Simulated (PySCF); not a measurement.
Species: C4H10O.
Atom-mapped SMILES: `[CH3:1][CH2:2][C@H:3]([CH3:4])[OH:5]` (hydrogens: H6, H7, H8 on C1; H9, H10 on C2; H11 on C3; H12, H13, H14 on C4; H15 on O5)

Structure used (PBE0-D3(BJ)/def2-SVP), in Å, numbered top down from 1:
```xyz
15
C4H10O angstrom
C     -1.5620   -0.9045    0.1040
C     -0.8709    0.4411   -0.0436
C      0.5675    0.3802   -0.5528
C      1.5148   -0.3479    0.3883
O      1.0436    1.6747   -0.8472
H     -2.6094   -0.7807    0.4170
H     -1.5660   -1.4567   -0.8498
H     -1.0704   -1.5428    0.8545
H     -1.4316    1.0801   -0.7452
H     -0.8742    0.9734    0.9269
H      0.5646   -0.1467   -1.5240
H      1.2266   -1.3991    0.5370
H      1.5257    0.1388    1.3794
H      2.5376   -0.3239   -0.0154
H      1.0644    2.1687   -0.0198
```

Linear response at PBE0/def2-SVPD (PySCF, frozen core in the response, non-relativistic).

Static isotropic polarisability: 56.59 au (8.39 Å³), principal values 51.9, 56.4, 61.5 au.

**Question.** What is the polarisability at 1064 nm and at the sodium D line?

**Answer.** 56.95 au at 1064 nm (+0.6 %), 57.81 au at 589.3 nm (+2.2 %). The rise at 589.3 nm is 3.33 times that at 1064 nm; a pure ω² law gives 3.26. The lowest singlet lies at 175 nm, shorter than both wavelengths.

**Question.** What is the isotropic C6 coefficient between two such molecules, C6 = (3/π)∫α(iω)² dω?

**Answer.** 1456 au (Eh·bohr⁶) by a ten-point quadrature over imaginary frequencies, which is 870 eV·Å⁶ or 83.9 J·nm⁶/mol.

**Question.** Which effective excitation energy ω̄ makes London's formula C6 = (3/4)α²ω̄ exact here?

**Answer.** ω̄ = 4·C6/(3α²) = 0.606 Eh = 16.5 eV. A one-pole form α(ω) = α/(1 − ω²/ω̄²) fitted to the 1064 nm value gives 14.5 eV.

**Question.** How anisotropic is the static polarisability, by Δα² = ½[(α1 − α2)² + (α2 − α3)² + (α3 − α1)²]?

**Answer.** Δα = 8.3 au, or 0.15 of the isotropic value.

**Question.** How many electrons N does the Slater–Kirkwood formula C6 = (3/4)·√N·α^(3/2) need to give this C6?

**Answer.** N = (4·C6/3)²/α³ = 20.8; the species has 42 electrons in all.

**Question.** What n − 1 at the D line would an ideal gas of it have at 273.15 K and 1 atm (2.6868 × 10¹⁹ cm⁻³), by n − 1 = 2π·N·α′?

**Answer.** 14.46 × 10⁻⁴, a formal value whether or not that pressure can be reached.

**Question.** What molar refraction at the D line follows from R = (4π/3)·N_A·α′, with α′ the polarisability volume?

**Answer.** α′ = 8.57 Å³ gives R = 21.61 cm³/mol, for isolated, non-vibrating species.

**Question.** What three-body coefficient follows from the one-pole estimate C9 = (3/4)·α·C6?

**Answer.** 61800 au. This is an estimate from the two numbers above, not a computed integral.

One conformer stands for the species.
